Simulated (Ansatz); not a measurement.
```yaml
crystal:
  periodic: [false, false, false]
  atoms:
    - {symbol: S, position_ang: [-1.715263, 0.684289, -0.005028]}
    - {symbol: As, position_ang: [0.688562, -0.295455, 0.002074]}
    - {symbol: H, position_ang: [1.247741, 1.087920, -0.000567]}
    - {symbol: H, position_ang: [2.137139, -0.895199, 0.006378]}
basis:
  gaussian: {orbitals: def2-TZVP}
magnetization: {spin_polarized: true, initial_magnetization: 3}
hamiltonian: {xc: pbe0}
relax: {f_tol: 0.004, max_steps: 80}
```

```sh
$ ansatz run in.yaml --threads 1 --pin off --events-out ev --progress --plain --max-ram 2176MiB
```

Steps of the relaxation (energy above the last step; positions in Å, forces in eV/Å):

```
4
step 1, 38.2 meV
S    -1.715    0.684   -0.005    0.224   -0.131    0.001
As    0.689   -0.295    0.002   -0.006   -0.278    0.001
H     1.248    1.088   -0.001    0.043    0.532   -0.001
H     2.137   -0.895    0.006   -0.261   -0.123    0.000
```

```
4
step 2, 12.4 meV
S    -1.679    0.646   -0.005    0.174   -0.092    0.001
As    0.712   -0.259    0.002   -0.266    0.008   -0.001
H     1.224    1.167   -0.001    0.130   -0.039    0.000
H     2.101   -0.973    0.007   -0.037    0.123    0.000
```

```
4
step 3, 1.0 meV
S    -1.634    0.621   -0.005   -0.023    0.020    0.000
As    0.682   -0.249    0.002   -0.091    0.080    0.000
H     1.240    1.162   -0.001   -0.021   -0.048    0.000
H     2.071   -0.952    0.006    0.134   -0.051    0.000
```

```
4
step 4, 0.2 meV
S    -1.640    0.628   -0.005    0.015   -0.002    0.000
As    0.681   -0.254    0.002   -0.046    0.025    0.000
H     1.237    1.156   -0.001   -0.009   -0.001    0.000
H     2.080   -0.949    0.006    0.041   -0.022    0.000
```

```
4
step 6, 0.0 meV
S    -1.631    0.631   -0.005    0.001    0.000    0.000
As    0.677   -0.256    0.002   -0.001    0.000    0.000
H     1.227    1.156   -0.001    0.000    0.000    0.000
H     2.084   -0.949    0.006    0.000    0.000    0.000
```

Close pairs at the end: As2–H3 1.515 Å, As2–H4 1.568 Å, S1–As2 2.473 Å.

A stationary point of unrestricted PBE0 after 6 steps, with ⟨S²⟩ = 3.764 against 3.75 for a pure state; no frequencies were run, so it isn't proven a minimum. 37 s on 1 thread of Intel Xeon Platinum 8488C, shared host.
